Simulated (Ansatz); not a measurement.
Worked example: the enthalpy of C2H5F + CH5N → C2H7N + CH3F

Gas-phase species: C2H5F `CCF`, singlet; CH5N `CN`, singlet; C2H7N `CCN`, singlet; CH3F (fluoromethane) `CF`, singlet. The partners trade F for NH2; both sit on C, so the bond types are kept.

Shapes, held fixed at every level: PBE0-D4/def2-TZVP. Flexible molecules stand in one conformer, not always the lowest. Programs: Ansatz 0.2.0. The zero-point and thermal terms to 298 K, harmonic and unscaled (PBE0-D4/def2-TZVP), stand in the table.

At PBE0-D4/def2-TZVPP; 1 Eh = 2625.50 kJ/mol:

```
species  energy (Eh)  H(298 K) − E (kJ/mol)  tabulated ΔfH (kJ/mol)
  C2H5F  -178.943329                  191.2                  -272.5
   CH5N   -95.781703                  180.0                   -20.9
  C2H7N  -135.065782                  257.8                   -47.5
   CH3F  -139.655726                  113.4                  -236.6
```

**Question.** Work out the reaction enthalpy at 298 K from the calculation and from the table of heats.

**Answer.** 
1. Electronic: (-135.065782) + (-139.655726) − [(-178.943329) + (-95.781703)] = 0.003524 Eh = +9.3 kJ/mol.
2. Zero-point and thermal: (257.8) + (113.4) − [(191.2) + (180.0)] = 0.0 kJ/mol.
3. Computed ΔH = +9.3 kJ/mol.
4. From the heats of formation (Active Thermochemical Tables, CRC Handbook of Chemistry and Physics): (-47.5) + (-236.6) − [(-272.5) + (-20.9)] = +9.3 kJ/mol.
5. Computed less tabulated: 0.0 kJ/mol. Tabulated heats carry uncertainties of their own.
